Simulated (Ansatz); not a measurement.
How methods differ on AlSiH5 (SMILES [H][Al]([H])[SiH3])

AlSiH5: 7 atoms, total charge 0, spin state singlet. SMILES: `[H][Al]([H])[SiH3]`. Geometry: a GFN2-xTB relaxation, a rough one for these elements and not checked as a minimum.

```xyz
7

Al    0.6880    1.2017    0.0039
H     2.2454    1.3650    0.0565
H     0.0534    2.6332   -0.0166
Si   -0.5174   -0.8978   -0.0168
H    -1.8514   -0.8364    0.6256
H     0.1776   -1.9927    0.7011
H    -0.7956   -1.4730   -1.3538
```

Quantity: the energy change with the Al1–Si4 bond stretched from 2.421 to 6.053 Å, in eV. The values are calculated.

| level | kind | program | value (eV) | less FCI/STO-3G | CPU time (all runs) |
| --- | --- | --- | --- | --- | --- |
| HF/STO-3G (restricted) | Hartree–Fock | Ansatz | 8.92 | +4.33 | 0.27 s |
| SVWN5/STO-3G (restricted) | LDA | Ansatz | 6.16 | +1.57 | 2.2 s |
| BLYP/STO-3G (restricted) | GGA | Ansatz | 5.66 | +1.07 | 3.3 s |
| r2SCAN/STO-3G (restricted) | meta-GGA | Ansatz | 6.23 | +1.64 | 8.3 s |
| B3LYP/STO-3G (restricted) | global hybrid | Ansatz | 6.39 | +1.80 | 3.5 s |
| BHLYP/STO-3G (restricted) | global hybrid | Ansatz | 7.42 | +2.83 | 2.8 s |
| wB97X/STO-3G (restricted) | range-separated hybrid | Ansatz | 8.10 | +3.51 | 12 s |
| MP2/STO-3G (restricted) | perturbation theory | Ansatz | 4.99 | +0.40 | 0.34 s |
| CCSD(T)/STO-3G (restricted) | coupled cluster or CI | Ansatz | 4.29 | -0.30 | 0.39 s |
| FCI/STO-3G | exact in the basis | Ansatz | 4.59 | 0.00 | 25 s |

FCI/STO-3G is exact within its basis and frozen core, so for wave-function methods in that basis the difference is their error; functionals converge differently with the basis, so for them it is only a difference. Spin-restricted single references rise too steeply as a bond breaks, Hartree–Fock most of all. Perturbation and coupled-cluster corrections on them can overshoot downwards. The first shape isn't each level's own minimum. The values span 4.29 to 8.92 eV. All rows use very small basis sets, so even the best lies far from the true value. Times are those of the runs behind each value, whatever else they computed, on shared processors of several kinds: orders of magnitude only.
